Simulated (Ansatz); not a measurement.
This geometry of AlClFH$_{3}$ (6 atoms, charge 0, multiplicity 1) is a first-order saddle point.

These are results of Ansatz 0.2.0, RKS B3LYP/def2-SVP, not measurements.

```xyz
6
Properties=species:S:1:pos:R:3
Al 0.014 -0.257 -0.051
Cl 0.017 0.005 2.345
H 1.414 0.173 -0.620
H -1.412 0.096 -0.609
F 0.062 -1.951 0.621
H 0.050 -1.363 1.725
```

(1) Which two structures does it join? (They come from a converged band through this point; their orientation in space is the band's.)

(2) How far does it lie above each of them?

Results:

(1) Bonds broken: Al1–Cl2, F5–H6. Bonds formed: Cl2–H6.

Initial state:

```xyz
6
Properties=species:S:1:pos:R:3
Al 0.009 -0.064 0.077
Cl 0.005 0.260 2.261
H 1.407 0.149 -0.613
H -1.402 0.071 -0.607
F 0.058 -2.001 0.683
H 0.069 -1.712 1.609
```

Final state:

```xyz
6
Properties=species:S:1:pos:R:3
Al 0.017 -0.376 -0.229
Cl 0.017 -0.032 2.458
H 1.407 0.238 -0.645
H -1.409 0.161 -0.633
F 0.063 -1.987 0.332
H 0.050 -1.300 2.127
```

(2) 4.1 kcal/mol above the first and 2.8 kcal/mol above the second. This is the barrier of this one path; another mechanism may lie lower. The orbitals stay closed-shell, which can raise the energy where a bond breaks towards radicals; this wasn't checked here.

The run took 2.8 min on 1 thread of Arm Neoverse N1 (shared host), peak memory 0.12 GiB.
